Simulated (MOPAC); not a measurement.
MOPAC input (AM1):

```
AM1 PRECISE GNORM=0.05 LET XYZ CHARGE=-1 GEO-OK AUX(PRECISION=9) THREADS=1
C4H5

C     0.78795820 1    1.54784882 1    0.21221775 1
C     0.28902993 1    0.60427555 1   -0.58651723 1
C    -0.62032961 1   -0.41667002 1   -0.24222137 1
C    -0.41497079 1   -1.63558151 1    0.34267517 1
H     1.51309580 1    2.29090719 1   -0.13309180 1
H     0.52049195 1    1.65172282 1    1.27959290 1
H    -1.64428815 1   -0.23030318 1   -0.58744657 1
H     0.57097782 1   -1.94120393 1    0.67658602 1
H    -1.21040375 1   -2.37036004 1    0.40743355 1
```

What heat of formation does the run end on?

52.17 kcal/mol.
